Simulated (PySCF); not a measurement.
**CH₃⁺: breathing scan**

These are results of PBE0/[C def2-TZVP, H def2-TZVP], no relativity, density fitting, PySCF, not measurements.

Rigid scan from the singlet minimum (C–H 1.093 Å (×3); H–C–H 120.0° (×3)). Coordinate: all bonds to the central atom scaled together. Energies in kJ/mol from the minimum.

```tsv
scale of all bonds to the centre	E (kJ/mol)
0.88	110.0
0.92	44.8
0.96	10.3
1.00	0.0
1.04	8.7
1.08	32.1
1.14	87.8
1.22	187.3
1.35	378.7
```

At long bonds a restricted determinant can lie too high, and another spin state can fall below this curve.

Other isomers or separated fragments may lie lower.
